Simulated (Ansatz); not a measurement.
**Loss of CH4: C4H9 → C3H5 + CH4**

Species: C4H9 (tert-butyl radical) `C[C](C)C`, doublet; C3H5 `C=[C]C`, doublet; CH4 (methane) `C`, singlet. 

Shapes, held fixed at every level: PBE0-D4/def2-TZVP. Programs: Ansatz 0.2.0. The zero-point and thermal change to 298 K, harmonic and unscaled (PBE0-D4/def2-TZVP), is -11.9 kJ/mol.

Problem. Estimate ΔH(298 K) of this reaction.

Solution. B2PLYP/def2-TZVPP gives ΔH(298 K) = +117.0 kJ/mol; the levels span +94.5 to +168.3. The median of the levels is +125.4. No measured value is set beside it here. Spin contamination: C3H5 (⟨S²⟩ up to 0.91). Open shells run unrestricted unless RO is named. Times are processor times on shared x86 and Arm servers, and rough.

| level | kind | ΔH(298 K) (kJ/mol) | CPU time (sum over the molecules) |
| --- | --- | --- | --- |
| HF/def2-SVP | Hartree–Fock | +108.6 | – |
| HF/def2-TZVPP | Hartree–Fock | +94.5 | – |
| SPW92/def2-TZVPP | LDA | +168.3 | 6.5 s |
| r2SCAN-D4/def2-TZVPP | meta-GGA | +132.0 | 24 s |
| B3LYP-D4/def2-TZVPP | global hybrid | +119.9 | 21 s |
| BHLYP-D4/def2-TZVPP | global hybrid | +130.9 | 19 s |
| r2SCAN0-D4/def2-TZVPP | global hybrid | +141.4 | 28 s |
| B2PLYP/def2-TZVPP | double hybrid | +117.0 | 25 s |
